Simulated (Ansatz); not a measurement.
# H5NSi2: rotation by 120° about the Si2–Si3 bond, part 2 of 2

Wanted: the energy profile along the rotation by 120° about the Si2–Si3 bond, from relaxed end points and a band of images. SMILES of the start: N=[SiH][SiH3].

Ansatz 0.2.0; RKS PBE-D4/def2-SVP. Earlier steps stand in the parts before.

**7. Another band, settings changed**

crystal.atoms is end A as relaxed above, and neb.final_atoms is end B, turned to lie on A. With 3 inner images the band has 5 in all. The start path is listed, through a guess of the saddle.

input.yaml

```yaml
crystal:
  periodic: [false, false, false]
  atoms:
    - { symbol: "N", position_ang: [-1.499847, 0.921295, -1.566168] }
    - { symbol: Si, position_ang: [-0.097319, 0.834622, -0.73044] }
    - { symbol: Si, position_ang: [0.609402, -0.714313, 0.911463] }
    - { symbol: H, position_ang: [-2.1974, 0.190232, -1.357489] }
    - { symbol: H, position_ang: [0.902298, 1.908997, -1.051696] }
    - { symbol: H, position_ang: [0.910969, 0.001382, 2.202454] }
    - { symbol: H, position_ang: [1.858066, -1.422761, 0.454786] }
    - { symbol: H, position_ang: [-0.48616, -1.719454, 1.137099] }
basis:
  gaussian: { orbitals: def2-SVP }
hamiltonian:
  xc: pbe
  dispersion: d4
neb:
  order_check: false
  images: 3
  f_tol: 0.05
  max_iterations: 60
  climbing: true
  final_atoms:
    - { symbol: "N", position_ang: [-1.49182423, 1.34555075, -1.23055272] }
    - { symbol: Si, position_ang: [-0.10260242, 0.52135193, -0.97834103] }
    - { symbol: Si, position_ang: [0.6079525, -0.73765725, 0.89344368] }
    - { symbol: H, position_ang: [-2.17989013, 1.3204021, -0.46206102] }
    - { symbol: H, position_ang: [0.88267308, 0.57224317, -2.11110883] }
    - { symbol: H, position_ang: [-0.46070722, -0.68616735, 1.95026195] }
    - { symbol: H, position_ang: [1.88902716, -0.16636114, 1.44328518] }
    - { symbol: H, position_ang: [0.85538025, -2.1693622, 0.49508179] }
  initial_path:
    images:
      - { positions_ang: [[-1.499847, 0.921295, -1.566168], [-0.097319, 0.834622, -0.73044], [0.609402, -0.714313, 0.911463], [-2.1974, 0.190232, -1.357489], [0.902298, 1.908997, -1.051696], [0.910969, 0.001382, 2.202454], [1.858066, -1.422761, 0.454786], [-0.48616, -1.719454, 1.137099]] }
      - { positions_ang: [[-1.51294537, 1.02613004, -1.48046213], [-0.10118412, 0.73140537, -0.77219078], [0.62547468, -0.71425836, 0.90966933], [-2.31269659, 0.53553344, -1.18749592], [0.93928748, 1.55367094, -1.33607907], [0.56011907, -0.11015823, 2.21398163], [1.9835194, -1.12175583, 0.69409855], [-0.18156555, -1.90056738, 0.95848739]] }
      - { positions_ang: [[-1.52604373, 1.13096509, -1.39475625], [-0.10504925, 0.62818874, -0.81394156], [0.64154736, -0.71420373, 0.90787566], [-2.42799318, 0.88083488, -1.01750285], [0.97627696, 1.19834489, -1.62046214], [0.20926914, -0.22169845, 2.22550926], [2.1089728, -0.82075067, 0.9334111], [0.1230289, -2.08168075, 0.77987578]] }
      - { positions_ang: [[-1.50893398, 1.23825792, -1.31265449], [-0.10382583, 0.57477034, -0.89614129], [0.62474993, -0.72593049, 0.90065967], [-2.30394165, 1.10061849, -0.73978193], [0.92947502, 0.88529403, -1.86578549], [-0.12571904, -0.4539329, 2.0878856], [1.99899998, -0.49355591, 1.18834814], [0.48920458, -2.12552148, 0.63747879]] }
      - { positions_ang: [[-1.49182423, 1.34555075, -1.23055272], [-0.10260242, 0.52135193, -0.97834103], [0.6079525, -0.73765725, 0.89344368], [-2.17989013, 1.3204021, -0.46206102], [0.88267308, 0.57224317, -2.11110883], [-0.46070722, -0.68616735, 1.95026195], [1.88902716, -0.16636114, 1.44328518], [0.85538025, -2.1693622, 0.49508179]] }
```

Started as:

```sh
> ansatz run input.yaml --threads 1 --pin off --max-ram 2048MiB --backend cpu --events-out ev --progress --plain --runs-dir out
```

The log of the run, cut to the lines that bear on the results:

```text
Warning: RAYON_NUM_THREADS=1 ignored (pool sized by the plan → 1); use --threads N
[...]
Functional definition: PBE
[...]
854 factors; their error is unknown
[...]
mean field -17309.07677388 eV, -636.0968389266 hartree, gradient 3.3e-5 eV, S^2 0.000000; 0 other end points of the search recorded, 0 dependent functions left out
[...]
reference -17309.07680786 eV, -636.0968401753 hartree; 20, 20 occupied and 55, 55 virtual orbitals, 854 factors
854 factors; their error is unknown
[...]
mean field -17309.07676906 eV, -636.0968387494 hartree, gradient 4.8e-5 eV, S^2 0.000000; 0 other end points of the search recorded, 0 dependent functions left out
[...]
reference -17309.07680351 eV, -636.0968400155 hartree; 20, 20 occupied and 55, 55 virtual orbitals, 854 factors
NEB end point (image 0): max|allowed force component| = 4.012e-3 eV/Å (the criterion of neb.relax_end_points is 1.000e-2)
[...]
NEB iter   8: max|band force component| = 4.533e-2 eV/Å  barrier→ = 0.0130 eV  barrier← = 0.0130 eV  CI = image 2  Δτ_max = 0.0000 Å  (159 SCF iters)
Total energy: -17309.22085019 eV, -636.1021336332 hartree
Atom 0 at    -1.550667     1.114529    -1.360869 Å, force    -0.028789     0.040552    -0.045301 eV/Å
Atom 1 at    -0.050326     0.679503    -0.888043 Å, force     0.035630    -0.008930     0.012504 eV/Å
Atom 2 at     0.622633    -0.718228     0.901469 Å, force    -0.000971    -0.023909     0.029774 eV/Å
Atom 3 at    -2.347491     0.746191    -0.821285 Å, force     0.000043    -0.021999     0.023881 eV/Å
Atom 4 at     1.066313     1.252871    -1.714004 Å, force    -0.007970    -0.008925     0.008799 eV/Å
Atom 5 at     0.103794    -0.155480     2.198730 Å, force     0.002463     0.005338    -0.014364 eV/Å
Atom 6 at     2.122848    -0.828129     0.972324 Å, force    -0.003955     0.005928    -0.007224 eV/Å
Atom 7 at     0.032905    -2.091257     0.711688 Å, force     0.003550     0.011945    -0.008069 eV/Å
Dipole moment:     0.199359    -0.248625     0.314177 e Å
this run last wrote the band of iteration 8 to <dir>
```

It took 40 s on 1 thread of Intel Xeon at 2.70GHz, shared host; peak memory 0.14 GiB.

**8. Images and barrier**

The 3 inner images lie between the fixed ends 0 and 4. Energy is taken from image 0, and the path length is the program's own coordinate along the band.

| image | path (Å) | energy (eV) | dihedral N1–Si2–Si3–H8 (°) | band force (eV/Å) |
| --- | --- | --- | --- | --- |
| 0 | 0.000 | 0.0000 | 0 | - |
| 1 | 0.958 | 0.0064 | 30 | 0.019 |
| 2* | 1.915 | 0.0130 | 60 | 0.045 |
| 3 | 2.837 | 0.0065 | 89 | 0.026 |
| 4 | 3.759 | 0.0000 | 120 | - |

The star marks the climbing image.

image, energy (eV) and a bar:
```
        0      0.000 
        1      0.006 ###############
        2      0.013 ##############################
        3      0.007 ###############
        4      0.000
```

**9. Results**

This closing draws on all 2 parts.

| quantity | value |
| --- | --- |
| end A | 6 moves, 0.137 eV lower |
| end B | 6 moves, 0.135 eV lower |
| first band: barrier forwards | 0.013 eV |
| first band: barrier backwards | 0.013 eV |
| first band: second end relative to first | 0.000 eV |
| first band: highest image | 4 of 0 to 8, climbing |
| first band: band iterations | 8 |
| imaginary modes at the top | 56i cm⁻¹ |
| second band | top 0.013 eV above image 0, 8 iterations, 3 inner images |
| time, first and second band | 2 min and 40 s |

In the first band: the top lies 0.013 eV above the first end, or 0.5 kT at room temperature. The two ends lie within 1 meV of each other. The listed dihedral goes from 0° at end A through 58° at the highest image to 120° at end B. One imaginary mode, as a first-order saddle point has. The second band's top agrees with the first's to 1 meV, so the changed settings hardly move the height. Zero-point energy and entropy are left out.
